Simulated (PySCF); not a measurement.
**Telling isomers of C4H6O apart by NMR**

Theory: geometry: GFN2-xTB, shielding tensors at PBE0/pcSseg-1 (GIAO), J: B3LYP/pcJ-1 (spin–dipole term left out of most H,H and C,H couplings), in PySCF 2.14 (one computed conformer, relativity neglected, equivalent nuclei averaged, isolated molecule).

δ = σ(ref) − σ, references computed at the same level: ¹H and ¹³C vs TMS. Multiplet labels drop J under 1 Hz and among equivalent protons, and merge close values. Unscaled 3J(H,H) run several per cent high. Vicinal couplings that depend on rotamer populations or ring flexing (ring, CH–CH, X–H and H–F types) are those of the one conformer. Shifts are as computed. Against solution values, carbons near 30 ppm lie about +3 ppm off and those near 130 ppm about +5 ppm. Of 1211 compounds with measured shifts, 218 miss one by over three times the rms of a fit or turn the order of signals round; such compounds aren't used in these exercises.

(1) Tabulate the signals of `C=CCC=O`, `O=C1CCC1` and their relative energies.

(2) What is the quickest way to tell C=CCC=O from O=C1CCC1?

Answers

(1) 
```tsv
SMILES	carbon types	δC	δH	E rel. (kcal/mol)
C=CCC=O	2×CH 2×CH2	203.1, 137.4, 129.4, 55.9	9.60 (t, 1H), 5.96 (m, 1H), 5.73 (m, 1H), 5.73 (m, 1H), 3.05 (m, 2H)	8.6
O=C1CCC1	1×C 3×CH2	213.8, 48.6, 10.1	3.12 (m, 4H), 1.88 (m, 2H)	0.0
```

Energies are electronic energies at PBE0/pcSseg-1 on these geometries, without zero-point or thermal terms, each for the one conformer computed, which needn't be the lowest.

(2) Count the carbon signals: 4 against 3. The first has an aldehyde carbonyl carbon (CH) at 203.1 ppm, the second a ketone carbonyl carbon (C) at 213.8 ppm. In the proton spectra the most deshielded non-exchanging signals are 9.60 (t, J = 3.8 Hz, 1H) and 3.12 (m, 4H).
